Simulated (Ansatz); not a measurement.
## Ansatz (development build ahead of 0.2.0) run

```yaml
crystal:
  periodic: [false, false, false]
  atoms:
    - { symbol: O, position_ang: [0.0, 0.0, 0.0] }
    - { symbol: H, position_ang: [0.0, 0.8018, 0.5556] }
    - { symbol: H, position_ang: [0.0, -0.8018, 0.5556] }
basis:
  gaussian: { orbitals: pcseg-2 }
magnetization:
  spin_polarized: true
hamiltonian:
  xc: pbe
```

The input is written out in the form of the current development build from the run's settings.

The run gave:

- Converged: yes
- Total energy: -76.38028 hartree
- Spin squared of the determinant: 0.000
- Stability test: minimum
